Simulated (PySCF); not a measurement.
Isomers of [C5H12N]+ (charge +1), from PBE0-D3(BJ)/def2-SVP geometry optimisation, gas phase in PySCF 2.14.0. One conformer each, no zero-point energy, no frequencies.

Task: Which isomer lies lower at this level?
A. `[CH3:1][NH2+:2][CH2:3][CH:4]1[CH2:5][CH2:6]1` (charge +1) with C1–N2–C3–C4 -177°, N2–C3–C4–C5 77°: A = 10160, B = 1679, C = 1596 MHz, dipole 5.19 D
B. `[CH3:1][NH+:2]1[CH2:3][CH2:4][CH2:5][CH2:6]1` (charge +1) with C1–N2–C3–C4 166°, N2–C3–C4–C5 -23°, C3–C4–C5–C6 -2°, C4–C5–C6–N2 26°: A = 6377, B = 3031, C = 2278 MHz, dipole 2.27 D

Result: B. That is `C[NH+]1CCCC1`, 21.1 kcal/mol below the other.

| SMILES | mapped SMILES | E (Eh) | relative (kcal/mol) | relative (kJ/mol) | dipole about centre of mass (D) |
| --- | --- | --- | --- | --- | --- |
| C[NH+]1CCCC1 | [CH3:1][NH+:2]1[CH2:3][CH2:4][CH2:5][CH2:6]1 | -251.80351 | 0.0 | 0.0 | 2.27 |
| C[NH2+]CC1CC1 | [CH3:1][NH2+:2][CH2:3][CH:4]1[CH2:5][CH2:6]1 | -251.76987 | 21.1 | 88.3 | 5.19 |

As drawn, the higher has a three-membered ring, which the lower lacks.
